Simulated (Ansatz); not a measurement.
System: Sb2Se3 (Pnma, No. 62). Method: HSE06 (plane waves, PAW; Ansatz, an electronic-structure program).

Numerical settings: plane-wave cutoff 500 eV, 2×6×2 k mesh (along the axes of the cell as run), gaussian smearing 0.02 eV, scalar-relativistic PAW data made under PBE.

Cell (relaxed with r²SCAN):

```
CELL_PARAMETERS angstrom
     12.43804     0.00000     0.00000
      0.00000     3.99829     0.00000
      0.00000     0.00000    11.78119
ATOMIC_POSITIONS crystal
  Sb 0.13927 0.75000 0.03670
  Sb 0.86073 0.25000 0.96330
  Sb 0.36073 0.25000 0.53670
  Sb 0.63927 0.75000 0.46330
  Sb 0.03754 0.25000 0.32907
  Sb 0.96246 0.75000 0.67093
  Sb 0.46246 0.75000 0.82907
  Sb 0.53754 0.25000 0.17093
  Se 0.94938 0.75000 0.12668
  Se 0.05062 0.25000 0.87332
  Se 0.55062 0.25000 0.62668
  Se 0.44938 0.75000 0.37332
  Se 0.20537 0.25000 0.19018
  Se 0.79463 0.75000 0.80982
  Se 0.29463 0.75000 0.69018
  Se 0.70537 0.25000 0.30982
  Se 0.62815 0.75000 0.05415
  Se 0.37185 0.25000 0.94585
  Se 0.87185 0.25000 0.55415
  Se 0.12815 0.75000 0.44585
```

Problem. Estimate the band gap that the calculation returns.

Solution. 
- band gap = 1.50 eV (on the SCF k mesh)

Note: cell and atoms aren't relaxed at this level (largest force component 0.17 eV/Å, pressure -0.8 GPa).

Spin–orbit coupling is not included; with these elements it can move the gap by several tenths of an eV or more.

Static lattice: no zero-point or thermal effects.
